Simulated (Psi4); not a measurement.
# B3LYP/6-31G(d) (spherical functions) run of HNO3 (peroxynitrous acid)

Aim: the vertical ionisation energy of HNO3 (peroxynitrous acid) at B3LYP/6-31G* (spherical functions), from 2 runs. 

Program for the calculation: Psi4 1.11.

2 further runs of the same task are left out: 2 set aside as unsound or not needed.

## (1) The molecule

The species is HNO3 (5 atoms), meant as a singlet with charge 0. As SMILES, `O=NOO`. The coordinates come from a PBE0-D4/def2-TZVP relaxation. This is one conformer, not always the lowest.

Bond lengths: O1–N2 1.180 Å, N2–O3 1.353 Å, O3–O4 1.401 Å, O4–H5 0.984 Å. Angles: O1–N2–O3 114.6°, N2–O3–O4 114.1°, O3–O4–H5 101.0°.

## (2) Energy and gradient at B3LYP/6-31G(d) (spherical functions)

Input file hno3.xyz:

```xyz
5
HNO3
O      0.136350    -0.835310     0.979060
N     -0.871770    -0.628300     0.400790
O     -0.775090     0.288530    -0.589000
O      0.508600     0.826880    -0.747550
H      1.001920     0.348200    -0.043280
```

Input file job.py:

```python
import psi4

psi4.set_memory(1600000000)
psi4.set_num_threads(1)
psi4.set_output_file('hno3.out', False)

with open('hno3.xyz') as f:
    atoms = ''.join(f.readlines()[2:])
geom = psi4.geometry('0 1\n' + atoms + 'symmetry c1\nno_reorient\nno_com')

options = {'reference': 'rks', 'puream': True, 'e_convergence': 1e-09, 'd_convergence': 1e-08, 'scf_type': 'pk', 'dft_radial_points': 99, 'dft_spherical_points': 590}
psi4.set_options(options)

e, wfn = psi4.gradient('b3lyp/6-31G*', molecule=geom, return_wfn=True)
psi4.oeprop(wfn, 'MULLIKEN_CHARGES', 'QUADRUPOLE', 'WIBERG_LOWDIN_INDICES')
print('gradient / Eh bohr^-1')
print(e.np.round(6))
print(f'energy = {wfn.energy():.10f} Eh')
```

On the command line:

```console
$ python job.py
```

hno3.out:

```text
[...]
  Running in c1 symmetry.
[...]
  Nuclear repulsion =  124.505206358298807
[...]
  Multiplicity = 1
[...]
  Nalpha       = 16
  Nbeta        = 16
[...]
    Number of basis functions: 58
[...]
   @RKS iter   1:  -280.71918170299585   -2.59748e-01   9.28704e-03 DIIS/ADIIS
[...]
   @RKS iter  12:  -280.82404299891891   -1.81899e-12   6.18982e-09 DIIS
[...]
  @RKS Final Energy:  -280.82404299891891
   => Energetics <=
    Nuclear Repulsion Energy =            124.5052063582988069
    One-Electron Energy =                -631.3017089400283339
    Two-Electron Energy =                 252.5759729579936845
    DFT Exchange-Correlation Energy =     -26.6035133751830486
    Empirical Dispersion Energy =           0.0000000000000000
    VV10 Nonlocal Energy =                  0.0000000000000000
    Total Energy =                       -280.8240429989189124
[...]
  -Total Gradient:
     Atom            X                  Y                   Z
    ------   -----------------  -----------------  -----------------
       1       -0.027893592180     0.006877973159    -0.017286268443
       2        0.031063246975     0.007158818886     0.002714682038
       3        0.013689816388    -0.005214287213     0.010532973163
       4       -0.013014645313    -0.011610718057     0.008473464517
       5       -0.003845321842     0.002791367645    -0.004438540229
[...]
 Multipole Moments:
 ------------------------------------------------------------------------------------
     Multipole            Electronic (a.u.)      Nuclear  (a.u.)        Total (a.u.)
 ------------------------------------------------------------------------------------
 L = 1.  Multiply by 2.5417464519 to convert [e a0] to [Debye]
 Dipole X            :         11.9075615          -11.6059231            0.3016384
 Dipole Y            :          3.3489825           -3.4187035           -0.0697211
 Dipole Z            :          0.3663917           -0.1845696            0.1818221
 Magnitude           :                                                    0.3590349
 L = 2.  Multiply by 1.3450342976 to convert [e a0^2] to [Debye ang]
 Quadrupole XX       :        -62.9889010           47.6664396          -15.3224614
 Quadrupole XY       :        -17.3349120           17.3095213           -0.0253907
[...]
  Mulliken Charges: (a.u.)
   Center  Symbol    Alpha    Beta     Spin     Total
       1     O     4.14826  4.14826  0.00000 -0.29651
       2     N     3.33115  3.33115  0.00000  0.33770
       3     O     4.04957  4.04957  0.00000 -0.09915
       4     O     4.19389  4.19389  0.00000 -0.38778
       5     H     0.27713  0.27713  0.00000  0.44574
   Total alpha = 16.00000, Total beta = 16.00000, Total charge =  0.00000
  Wiberg Bond Indices using Orthogonal Lowdin Orbitals:
[...]
```

The script printed:

```text
gradient / Eh bohr^-1
[[-0.027894  0.006878 -0.017286]
 [ 0.031063  0.007159  0.002715]
 [ 0.01369  -0.005214  0.010533]
 [-0.013015 -0.011611  0.008473]
 [-0.003845  0.002791 -0.004439]]
energy = -280.8240429989 Eh
```

Wall time 8.4 s (1 thread of Intel Xeon Platinum 8488C (Sapphire Rapids), shared host); peak memory 0.67 GiB.

## (3) The doublet cation, same level

Input file input.inp:

```
memory 1600 MB

molecule molecule1 {
  1 2
  O      0.136350    -0.835310     0.979060
  N     -0.871770    -0.628300     0.400790
  O     -0.775090     0.288530    -0.589000
  O      0.508600     0.826880    -0.747550
  H      1.001920     0.348200    -0.043280
  symmetry c1
  no_reorient
  no_com
}

set {
  reference uks
  puream true
  e_convergence 1e-09
  d_convergence 1e-08
  scf_type pk
  dft_radial_points 99
  dft_spherical_points 590
  maxiter 100
}

result, w = gradient("b3lyp/6-31G*", return_wfn=True)
oeprop(w, "LOWDIN_CHARGES", "DIPOLE", "QUADRUPOLE")
```

On the command line:

```console
$ psi4 -i input.inp -o input.out -n 1
```

input.out (excerpt; [...] marks lines left out):

```text
[...]
  Running in c1 symmetry.
[...]
  Nuclear repulsion =  124.505206358298807
[...]
  Multiplicity = 2
[...]
  Nalpha       = 16
  Nbeta        = 15
[...]
    Number of basis functions: 58
[...]
   @UKS iter   1:  -280.26583500921242    1.93598e-01   9.20523e-03 DIIS/ADIIS
[...]
   @UKS iter  22:  -280.38365968704693    0.00000e+00   5.93077e-09 DIIS
[...]
   @S^2 Observed:                7.627942966E-01
[...]
  @UKS Final Energy:  -280.38365968704693
   => Energetics <=
    Nuclear Repulsion Energy =            124.5052063582988069
    One-Electron Energy =                -620.4122905856638681
    Two-Electron Energy =                 241.7514420389602492
    DFT Exchange-Correlation Energy =     -26.2280174986421102
    Empirical Dispersion Energy =           0.0000000000000000
    VV10 Nonlocal Energy =                  0.0000000000000000
    Total Energy =                       -280.3836596870469293
[...]
  -Total Gradient:
     Atom            X                  Y                   Z
    ------   -----------------  -----------------  -----------------
       1        0.025853837695     0.024278378643    -0.018182383965
       2       -0.037498685017    -0.030373852213     0.020972158617
       3        0.032620377240     0.016904178083    -0.007620050965
       4        0.000476831239     0.003165615791    -0.003372701260
       5       -0.021452065878    -0.013971323437     0.008199737040
[...]
 Multipole Moments:
 ------------------------------------------------------------------------------------
     Multipole            Electronic (a.u.)      Nuclear  (a.u.)        Total (a.u.)
 ------------------------------------------------------------------------------------
 L = 1.  Multiply by 2.5417464519 to convert [e a0] to [Debye]
 Dipole X            :         11.4440770          -11.6059231           -0.1618460
 Dipole Y            :          2.8721357           -3.4187035           -0.5465679
 Dipole Z            :          0.7387895           -0.1845696            0.5542200
 Magnitude           :                                                    0.7950411
 L = 2.  Multiply by 1.3450342976 to convert [e a0^2] to [Debye ang]
 Quadrupole XX       :        -59.0873689           47.6664396          -11.4209294
 Quadrupole XY       :        -16.2366640           17.3095213            1.0728573
[...]
```

It took 19 s on 1 thread of Intel Xeon Platinum 8488C (Sapphire Rapids), shared host; peak memory 0.67 GiB.

## (4) Summary of results

At B3LYP/6-31G* (spherical functions):

| quantity | value |
| --- | --- |
| singlet HNO3: total energy | -280.82404 Eh |
| singlet HNO3: dipole moment | 0.91 D |
| singlet HNO3: HOMO energy | -8.44 eV |
| singlet HNO3: LUMO energy | -2.58 eV |
| singlet HNO3: HOMO–LUMO gap | 5.86 eV |
| singlet HNO3: largest force on an atom | 1.724 eV/Å |
| doublet cation: total energy | -280.38366 Eh |
| doublet cation: HOMO energy (highest over α and β) | -16.85 eV |
| doublet cation: LUMO energy (lowest over α and β) | -15.25 eV |
| doublet cation: ⟨S²⟩ | 0.763 |
| doublet cation: largest force on an atom | 2.706 eV/Å |
| vertical ionisation energy (to the doublet cation) | 11.983 eV |

In words: The vertical ionisation energy comes to 11.98 eV (276 kcal/mol). The largest force (singlet HNO3) is 1.72 eV/Å: the shape isn't a stationary point for this species at this level. −ε(HOMO) before ionisation, 8.44 eV, is 3.55 eV below this ionisation energy. Mulliken charges (singlet HNO3) run from -0.39 on O4 to +0.45 on H5.
